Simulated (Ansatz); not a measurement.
A made-up structure of CH4BO (charge +1), closed shell:

| atom | x (Å) | y (Å) | z (Å) |
| --- | --- | --- | --- |
| C1 | -0.8009 | 0.4784 | -0.1955 |
| B2 | 0.4198 | -0.3145 | 0.1155 |
| O3 | 1.3815 | -1.0445 | 0.3815 |
| H4 | -1.6731 | -0.1868 | -0.2060 |
| H5 | 1.2099 | -1.7909 | 0.9768 |
| H6 | -0.9542 | 1.2521 | 0.5651 |
| H7 | 2.3318 | -1.1370 | 0.5181 |

It is relaxed with PBE-D4/def2-SVP and then PBE0-D4/def2-TZVP (Ansatz 0.2.0). Atoms count as bonded within 1.22 times the sum of their covalent radii (H–H: 0.88 Å). The end point is not checked to be a true minimum.

**Question.** Does its bonding change? (Judge from chemistry; the calculation decides.)

**Answer.** The calculation gives: No: no bond forms or breaks.

Where it ends: The first stage lowers the energy by 2.16 eV in 9 steps. It ends as CH₄BO ([CH2][B][OH2]), total charge +1:
```xyz
7
angstrom
C -0.8372 0.3527 0.0515
B 0.2712 -0.3903 0.3070
O 1.4085 -1.1528 0.5700
H -1.6089 0.0179 -0.6376
H 1.4509 -1.8152 1.2896
H -1.0048 1.3176 0.5239
H 2.2349 -1.0731 0.0512
```

Labels in which every atom is bracketed show which atoms are joined, not bond orders.

For scale, one of the runs: PBE0-D4/def2-TZVP relaxation, 117 basis functions, launched by `ansatz run in.yaml --threads 2 --pin off --events-out ev --progress --plain --max-ram 4352MiB`. The run took about 8.5 s on 2 CPU threads of an Intel Xeon (shared host).
